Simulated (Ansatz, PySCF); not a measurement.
Species: C₃H₇O, net charge 0, doublet state. It need not be the lowest isomer of its formula. 
Structure (B3LYP-D3(BJ)/def2-TZVP (Ansatz, a first-principles code) minimum search):
```xyz
11

O      0.0945     1.4245    -0.0606
C      0.0085     0.1079     0.3000
H      0.0184     0.1828     1.4108
C     -1.3211    -0.5346    -0.1092
C      1.2376    -0.7048    -0.1206
H     -1.3754    -0.6084    -1.1970
H      1.2721    -0.7845    -1.2088
H     -2.1575     0.0707     0.2384
H      2.1499    -0.2158     0.2192
H     -1.4118    -1.5395     0.3062
H      1.1981    -1.7131     0.2946
```
Charge 0, spin multiplicity 2.

Dipole moments at this geometry, in debye (magnitudes).

```csv
level,program,dipole (D)
HF/def2-TZVPD,PySCF,1.93
SVWN5/def2-TZVPD,Ansatz,2.46
revPBE/def2-TZVPD,Ansatz,2.21
B97M-V/def2-TZVPD,Ansatz,2.07
B3LYP/def2-TZVPD,Ansatz,2.18
PBE0/def2-TZVPD,Ansatz,2.12
BHLYP/def2-TZVPD,Ansatz,2.07
TPSSh/def2-TZVPD,PySCF,2.14
r2SCANh/def2-TZVPD,Ansatz,2.11
r2SCAN0/def2-TZVPD,Ansatz,2.07
M06-2X/def2-TZVPD,PySCF,2.12
CAM-B3LYP/def2-TZVPD,PySCF,2.19
wB97M-V/def2-TZVPD,Ansatz,2.14
```
